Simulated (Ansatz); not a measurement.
# FH2MgSi+: single points off equilibrium

The task here is to estimate one member of a computed series from the others.

The runs use Ansatz 0.2.0, Gaussian basis; single points in def2-TZVPP.

Correlated methods freeze the cores. The outer core shell of Li, Na, Mg and K is correlated.

## The starting structure

SMILES `[F][Mg][SiH2+]`, 5 atoms, charge 1, spin multiplicity 1.

Atoms are counted from 1 here; the program's logs count them from 0.

Bond lengths: F1–Mg2 1.662 Å, Mg2–Si3 2.564 Å, Si3–H4 1.485 Å, Si3–H5 1.483 Å. Angles: F1–Mg2–Si3 177.6°, Mg2–Si3–H4 126.3°, Mg2–Si3–H5 125.2°, H4–Si3–H5 108.6°.

As a file:

```xyz
5

F    -0.09710   -2.24130    2.31100
Mg   -0.08210   -1.09900    1.10400
Si    0.03960    0.68810   -0.73090
H    -0.72850    0.69540   -2.00230
H     0.89540    1.89850   -0.68940
```

The first run:

run/in.yaml reads:

```yaml
crystal:
  periodic: [false, false, false]
  atoms:
    - {symbol: F, position_ang: [-0.097100, -2.241300, 2.311000]}
    - {symbol: Mg, position_ang: [-0.082100, -1.099000, 1.104000]}
    - {symbol: Si, position_ang: [0.039600, 0.688100, -0.730900]}
    - {symbol: H, position_ang: [-0.728500, 0.695400, -2.002300]}
    - {symbol: H, position_ang: [0.895400, 1.898500, -0.689400]}
basis:
  gaussian: {orbitals: def2-TZVPP}
total_charge: 1
correlation: {method: ccsd_t}
output: {forces: true}
```

No record of the launch command was kept for these runs.

Among the steps run: CCSD(T)/def2-TZVPP; PBE0-D4/def2-TZVPP; wB97M-V/def2-TZVPP; r2SCAN-D4/def2-TZVPP; PBE-D4/def2-TZVPP; LC-wPBE/def2-TZVPP; wB97X-V/def2-TZVPP.

One of the session's tables, all rows but one given; the rest of the session is left out.

```
   method  RMS force component (eV/Å)  angle to CCSD(T) forces (°)
  CCSD(T)                       0.536                    reference
  PBE0-D4                       0.514                          5.8
  wB97M-V                           ?                            ?
r2SCAN-D4                       0.540                          4.7
   PBE-D4                       0.661                         16.3
  LC-wPBE                       0.564                          2.8
  wB97X-V                       0.581                          2.9
```

**Question.** Estimate the row for wB97M-V.

**Answer.** RMS force component (eV/Å): 0.578; angle to CCSD(T) forces (°): 3.5. In the column «RMS force component (eV/Å)» it lies between LC-wPBE (0.564) and wB97X-V (0.581).
